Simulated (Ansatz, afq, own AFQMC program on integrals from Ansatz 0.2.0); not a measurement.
AFQMC on a folder of integrals that Ansatz 0.2.0 wrote.

```yaml
crystal:
  periodic: [false, false, false]
  atoms:
    - {symbol: N, position_ang: [-1.860527, -0.013242, -0.020610]}
    - {symbol: H, position_ang: [-2.157807, 0.954591, -0.020610]}
    - {symbol: H, position_ang: [-2.157806, -0.415541, 0.859649]}
    - {symbol: H, position_ang: [-0.753527, -0.013242, -0.020611]}
    - {symbol: N, position_ang: [1.733557, -0.013241, -0.020611]}
    - {symbol: C, position_ang: [0.573473, -0.013241, -0.020611]}
basis:
  gaussian: {orbitals: cc-pVDZ}
magnetization: {spin_polarized: false, initial_magnetization: 1}
correlation: {method: ccsd_t, electrons: outside_noble_gas, hamiltonian_folder: ham}
```

```sh
$ ansatz run in.yaml --threads 1 --pin off --events-out ev --progress --plain --max-ram 16896MiB --backend cuda --devices 0, --max-vram 18GiB
```

afq runs on the folder ham with

```
--method phaseless --trial cisd --walkers 4000 --populations 20 --least-time 60 --time-step 0.005 --steps-per-block 50 --equilibration-blocks 28 --max-blocks 4000 --target-error 0.00024 --factor-cut 1e-05 --start spin_pure --seed 1917 --release-times 0.24,0.51,0.99,1.5 --release-step 0.03 --release-every 4 --taylor-order 6
```

Times are imaginary, in 1/Eh. The walk had a cap of 198 s. With eight or more populations the least sampling time is a fifth of least-time, and the error comes from their spread.

afq prints:

```
orbitals 54  electrons 9 8  factors 425 of 535
reference energy -148.38175363 Eh
CCSD correlation -0.48586382 Eh in 18 cycles, weight of the determinant in the CISD state 0.7462
energy of the start -148.867619 Eh
 block  time / (1/Eh)  mean weight  energy / Eh
     1     0.250  1.0001  -148.856199
     2     0.500  1.0000  -148.864543
     3     0.750  1.0001  -148.870949
     4     1.000  0.9999  -148.878414
     5     1.250  1.0003  -148.881577
     7     1.750  1.0004  -148.884694
     9     2.250  0.9999  -148.885822
    13     3.250  0.9996  -148.885829
    19     4.750  1.0003  -148.886777
    25     6.250  0.9997  -148.887538
    28     7.000  1.0001  -148.892356
    31     7.750  0.9997  -148.889275
    37     9.250  1.0003  -148.887651
    43    10.750  0.9998  -148.888059
    49    12.250  1.0001  -148.886482
    52    13.000  0.9995  -148.883547
    55    13.750  1.0000  -148.885873
    61    15.250  0.9996  -148.887839
    67    16.750  1.0001  -148.886335
    73    18.250  0.9994  -148.887528
    79    19.750  0.9998  -148.888135
    85    21.250  0.9996  -148.891401
    91    22.750  1.0001  -148.889363
    97    24.250  0.9997  -148.889944
   103    25.750  1.0003  -148.887487
   109    27.250  0.9998  -148.890770
   115    28.750  0.9995  -148.886337
   121    30.250  1.0002  -148.890844
   127    31.750  1.0002  -148.890614
   130    32.500  0.9999  -148.886887
error from the spread of 20 populations
released: time / (1/Eh)  energy / Eh  error  mean overlap
  0.24  -148.888845  0.000328  0.9990
  0.51  -148.889765  0.000438  0.9948
  0.99  -148.890234  0.000357  0.9857
  1.50  -148.888974  0.000617  0.9845
energy -148.888652 +/- 0.000448 Eh
(rows thinned)
```

The run passed its tests (sampling time, drift between the halves within three errors, error under three times the target), which doesn't prove that it has relaxed, ending at its cap on processor time. The second half of the sampling lies below the first by 2.2 errors of their difference, so the energy may still be moving and its error bar be too small.

Against this walk (error 12.2 meV) on the same determinant: CCSD(T) 55.1 meV higher, CCSDT(Q) 29.8 meV lower. The error is statistical and leaves out the bias of the constraint. Released to 1.50 1/Eh the energy moves by -9 ± 21 meV (both errors), within twice the noise.

Cautions: constraint bias not in the error; error above the target (12.2 against 6.5 meV); higher spins were not checked; a spin-contaminated unrestricted determinant lies lower (UHF 257 meV lower, ⟨S²⟩ 0.93); strong correlation (T1 0.063, weight of the determinant 0.75, largest double 0.10).

The walk took 3.3 min on 1 × NVIDIA H100 80GB HBM3 with 2 threads of AMD EPYC 7R13 Processor (Zen 3), with other jobs on the host (the card was shared). The log's last line is the phaseless energy.

CCSDT and higher add their correlation energy to the determinant of the CCSD(T) run, since their own runs factorise the integrals more tightly (a shift of under 2 meV). A walk keeps the symmetry of its determinant, which the program's search chose and which needn't be the lowest solution, so a lower state of the same spin and another symmetry isn't excluded.
